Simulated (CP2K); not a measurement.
# C2HF (SMILES C#CF): AM1

Aim: the energy change on altering one bond length of C2HF at AM1, from 2 runs. 

The calculation is run with CP2K 2026.2.

3 further runs of the same task are left out: 3 that didn't finish.

## (1) The structure to begin with

The species is C2HF (4 atoms), meant as a singlet with charge 0. As SMILES, `C#CF`. The coordinates come from a PBE0-D4/def2-TZVP relaxation.

Bond lengths: C1–C2 1.192 Å, C2–F3 1.270 Å, C1–H4 1.063 Å. Angles: C1–C2–F3 180.0°, C2–C1–H4 180.0°.

## (2) The energy at AM1

File job.inp:

```
&GLOBAL
 PROJECT_NAME job
 RUN_TYPE ENERGY
 PRINT_LEVEL MEDIUM
&END GLOBAL
&FORCE_EVAL
 METHOD QS
 &DFT
  CHARGE 0
  MULTIPLICITY 1
  &QS
   METHOD AM1
   EPS_DEFAULT 1.0E-10
   &SE
    &COULOMB
     CUTOFF [angstrom] 50
     RC_RANGE [angstrom] 0
    &END COULOMB
    &EXCHANGE
     CUTOFF [angstrom] 50
     RC_RANGE [angstrom] 0
    &END EXCHANGE
   &END SE
  &END QS
  # no periodic images
  &POISSON
   PERIODIC NONE
   POISSON_SOLVER ANALYTIC
  &END POISSON
  # SCF settings
  &SCF
   SCF_GUESS ATOMIC
   EPS_SCF 1.0E-06
   MAX_SCF 100
   ADDED_MOS 4
   &DIAGONALIZATION
    ALGORITHM STANDARD
   &END DIAGONALIZATION
   &MIXING
    METHOD DIRECT_P_MIXING
    ALPHA 0.4
   &END MIXING
  &END SCF
  &PRINT
   &MOMENTS
    PERIODIC F
    REFERENCE COM
    MAX_MOMENT 1
   &END MOMENTS
   &MO ON
    ENERGIES T
    OCCUPATION_NUMBERS T
    NDIGITS 6
    &EACH
     QS_SCF 0
    &END EACH
    ADD_LAST NUMERIC
   &END MO
   &HIRSHFELD OFF
   &END HIRSHFELD
  &END PRINT
 &END DFT
 &SUBSYS
  # box in angstrom
  &CELL
   ABC [angstrom] 12 12.5 11.6
   PERIODIC NONE
  &END CELL
  &COORD
   C     -0.361030     0.453110    -0.290220
   C      0.303270    -0.380840     0.243810
   F      1.010600    -1.269010     0.812300
   H     -0.952830     1.196740    -0.765890
  &END COORD
  &TOPOLOGY
   &CENTER_COORDINATES
   &END CENTER_COORDINATES
  &END TOPOLOGY
 &END SUBSYS
&END FORCE_EVAL
```

Command:

```
$ OMP_NUM_THREADS=1 cp2k.psmp -i job.inp > job.out 2>&1
```

Standard output:

```text
CP2K| version string:                                       CP2K version 2026.2
[...]
 GLOBAL| Method name                                                        CP2K
[...]
 GLOBAL| Run type                                                         ENERGY
[...]
                             - Atoms:                                          4
[...]
                             - Spherical basis functions:                     13
[...]
 Number of electrons:                                                         16
[...]
     1 P_Mix/Diag. 0.40E+00    0.0     0.71350798       -23.8830286332 -2.39E+01
[...]
    13 DIIS/Diag.  0.41E-06    0.0     0.00000079       -27.6550823644 -1.24E-11
  *** SCF run converged in    13 steps ***
  Core-core repulsion energy [eV]:                            652.90450080406129
  Core Hamiltonian energy [eV]:                             -1224.26882681889992
  Two-electron integral energy [eV]:                         -362.33747157663339
  Electronic energy [eV]:                                   -1405.43756260721671
  Total energy [eV]:                                         -752.53306180315542
  Atomic reference energy [eV]:                               753.21808461693013
  Heat of formation [kcal/mol]:                                15.79700261458959
[...]
 SE_DIPOLE| Moment [Debye]          0.53713905      -0.67513206       0.43170749
 SE_DIPOLE| Derivative [a.u.]       0.00000000       0.00000000       0.00000000
 ENERGY| Total FORCE_EVAL ( QS ) energy [hartree]            -27.655082364428903
[...]
```

It took 0.2 s on 1 thread of Arm Neoverse V2, shared host.

## (3) The distorted shape, same level

File calc.inp:

```
&GLOBAL
    PROJECT_NAME calc
    RUN_TYPE ENERGY
    PRINT_LEVEL MEDIUM
&END GLOBAL
&FORCE_EVAL
    METHOD Quickstep
    &DFT
        CHARGE 0
        MULTIPLICITY 1
        &QS
            METHOD AM1
            EPS_DEFAULT 1.0E-10
            &SE
                &COULOMB
                    CUTOFF [angstrom] 50
                    RC_RANGE [angstrom] 0
                &END COULOMB
                &EXCHANGE
                    CUTOFF [angstrom] 50
                    RC_RANGE [angstrom] 0
                &END EXCHANGE
            &END SE
        &END QS
        &POISSON
            PERIODIC NONE
            POISSON_SOLVER ANALYTIC
        &END POISSON
        &SCF
            SCF_GUESS ATOMIC
            EPS_SCF 1.0E-06
            MAX_SCF 100
            ADDED_MOS 4
            &DIAGONALIZATION
                ALGORITHM STANDARD
            &END DIAGONALIZATION
            &MIXING
                METHOD DIRECT_P_MIXING
                ALPHA 0.4
            &END MIXING
        &END SCF
        &PRINT
            &MOMENTS
                PERIODIC F
                REFERENCE COM
                MAX_MOMENT 1
            &END MOMENTS
            &MO ON
                ENERGIES T
                OCCUPATION_NUMBERS T
                NDIGITS 6
                &EACH
                    QS_SCF 0
                &END EACH
                ADD_LAST NUMERIC
            &END MO
            &HIRSHFELD OFF
            &END HIRSHFELD
        &END PRINT
    &END DFT
    &SUBSYS
        &CELL
            ABC [angstrom] 12.7 13.4 12.1
            PERIODIC NONE
        &END CELL
        &COORD
            C      0.349136    -0.439254     0.280589
            C      1.013436    -1.273204     0.814619
            F      1.720766    -2.161374     1.383109
            H     -0.952830     1.196740    -0.765890
        &END COORD
        &TOPOLOGY
            &CENTER_COORDINATES
            &END CENTER_COORDINATES
        &END TOPOLOGY
    &END SUBSYS
&END FORCE_EVAL
```

Command:

```
$ OMP_NUM_THREADS=1 cp2k.psmp -i calc.inp -o calc.out
```

Standard output:

```text
CP2K| version string:                                       CP2K version 2026.2
[...]
 GLOBAL| Method name                                                        CP2K
[...]
 GLOBAL| Run type                                                         ENERGY
[...]
                             - Atoms:                                          4
[...]
                             - Spherical basis functions:                     13
[...]
 Number of electrons:                                                         16
[...]
     1 P_Mix/Diag. 0.40E+00    0.0     0.92129038       -24.0440680530 -2.40E+01
[...]
    16 DIIS/Diag.  0.23E-06    0.0     0.00000074       -27.3974531697 -3.24E-12
  *** SCF run converged in    16 steps ***
  Core-core repulsion energy [eV]:                            619.61950822710571
  Core Hamiltonian energy [eV]:                             -1223.73614701305382
  Two-electron integral energy [eV]:                         -282.81195221475076
  Electronic energy [eV]:                                   -1365.14212312042923
  Total energy [eV]:                                         -745.52261489332363
  Atomic reference energy [eV]:                               753.21808461693013
  Heat of formation [kcal/mol]:                               177.46176171042148
[...]
 SE_DIPOLE| Moment [Debye]          2.92021331      -3.66929091       2.34717717
 SE_DIPOLE| Derivative [a.u.]       0.00000000       0.00000000       0.00000000
 ENERGY| Total FORCE_EVAL ( QS ) energy [hartree]            -27.397453169721754
[...]
```

It took 0.2 s on 1 thread of Arm Neoverse V2, shared host.

## (4) Summary of results

At AM1:

```
                                                         quantity           value
                                        first shape: total energy    -27.65508 Eh
                                       first shape: dipole moment          0.96 D
                                         first shape: HOMO energy       -11.08 eV
                                         first shape: LUMO energy         1.57 eV
                                       first shape: HOMO–LUMO gap        12.65 eV
                                   first shape: heat of formation   15.8 kcal/mol
                                    distorted shape: total energy    -27.39745 Eh
                                   distorted shape: dipole moment          5.24 D
                                     distorted shape: HOMO energy        -9.78 eV
                                     distorted shape: LUMO energy        -2.99 eV
                                   distorted shape: HOMO–LUMO gap         6.78 eV
                               distorted shape: heat of formation  177.5 kcal/mol
energy change with the C1–H4 bond stretched from 1.063 to 2.338 Å        7.010 eV
```

What this shows: One bond (distorted shape) is far stretched, which a spin-restricted single reference describes badly. With the C1–H4 bond stretched from 1.063 to 2.338 Å the energy rises by 7.01 eV (162 kcal/mol). The first shape isn't relaxed at this level, so the change isn't measured from a minimum. A restricted reference can't describe the breaking bond well at this length.
